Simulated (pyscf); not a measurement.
HO–AsH₂ (SMILES O[AsH2]) + GaH₃ (SMILES [GaH3]) → HO–AsH–GaH₂ (SMILES O[AsH][GaH2]) + H₂ (SMILES [H][H]), a four-centre exchange (singlet surface; As–H, Ga–H broken, As–Ga, H–H formed). Single points on ωB97X-D3(BJ)/def2-SVP structures (PySCF, gas phase). Energies in kJ/mol from the separated reactants.

Small-basis levels: PySCF, no dispersion term, spherical d functions. 

Quick B3LYP/6-31G*+LANL2DZ single points give ΔE‡ = 24.2 kJ/mol and ΔE = -64.5 kJ/mol. What does ωB97M-D3(BJ)/def2-TZVP give, and how far is the quick result from it?

ωB97M-D3(BJ)/def2-TZVP gives ΔE‡ = 68.4 kJ/mol and ΔE = -33.5 kJ/mol. B3LYP/6-31G*+LANL2DZ lies 44.2 kJ/mol under it in the barrier and 31.0 kJ/mol under it in the reaction energy, so on this step it does not hold to within 12.6 kJ/mol. ωB97M-D3(BJ)/def2-TZVP has limits of its own. On the reactant side the descent ends in an adduct with a Ga–O contact (not fully relaxed), 75.7 kJ/mol under the separated species and 135.2 kJ/mol under the saddle at ωB97X-D3(BJ)/def2-TZVP. On the product side the descent ends in an adduct with a Ga–O contact (not fully relaxed), 4.7 kJ/mol under the separated species and 119.0 kJ/mol under the saddle at ωB97X-D3(BJ)/def2-TZVP. At the saddle there is also a short Ga–H contact that neither side keeps. At ωB97X-D3(BJ)/def2-TZVP the barrier from the zero used here is 59.5 kJ/mol. The same reactants have a lower exit, to AsH₃ + HO–GaH₂ (barrier +19.9 kJ/mol at ωB97M-D3(BJ)/def2-TZVP, against +68.4 kJ/mol here). HO–AsH–GaH₂ is closed by a dative Ga–O contact. HO–AsH–GaH₂ lies 103.3 kJ/mol over its isomer HO–GaH–AsH₂ (electronic energy, ωB97M-D3(BJ)/def2-TZVP). This is the saddle that the search found; another between the same sides may lie lower. In the def2 sets elements up to Kr have no core potential.
